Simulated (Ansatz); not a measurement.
in.yaml

```yaml
crystal:
  periodic: [false, false, false]
  atoms:
    - {symbol: Si, position_ang: [-1.648940, -0.000303, 0.013465]}
    - {symbol: As, position_ang: [0.706927, 0.000001, -0.003582]}
    - {symbol: H, position_ang: [-2.127215, 1.435532, -0.036922]}
    - {symbol: H, position_ang: [-2.212346, -0.723471, 1.198975]}
    - {symbol: H, position_ang: [-2.260805, -0.703715, -1.270971]}
basis:
  gaussian: {orbitals: cc-pVDZ}
magnetization: {spin_polarized: true, initial_magnetization: 2}
hamiltonian: {xc: {name: BLYP}}
```

```sh
$ ansatz run in.yaml --threads 1 --pin off --events-out ev --progress --plain --max-ram 2393MiB
```

The program prints:

```
779 factors; their error is unknown
mean field evaluation 1: about -68765.6707 eV, gradient 9.9e0 eV
mean field evaluation 2: about -68765.2728 eV, gradient 1.2e1 eV
mean field evaluation 4: about -68766.6462 eV, gradient 3.8e-1 eV
mean field evaluation 8: about -68766.6274 eV, gradient 3.3e-2 eV
mean field -68766.62741451 eV, -2527.1269457889 hartree, gradient 5.4e-5 eV, S^2 2.002944; 0 other end points of the search recorded, 0 dependent functions left out
reference -68766.62770764 eV, -2527.1269565613 hartree; 26, 24 occupied and 34, 36 virtual orbitals, 779 factors
Total energy: -68766.62770764 eV, -2527.1269565613 hartree
```

Ran on 1 thread of Arm Neoverse V2, shared host: 1.7 s wall, 0.11 GiB peak host memory.
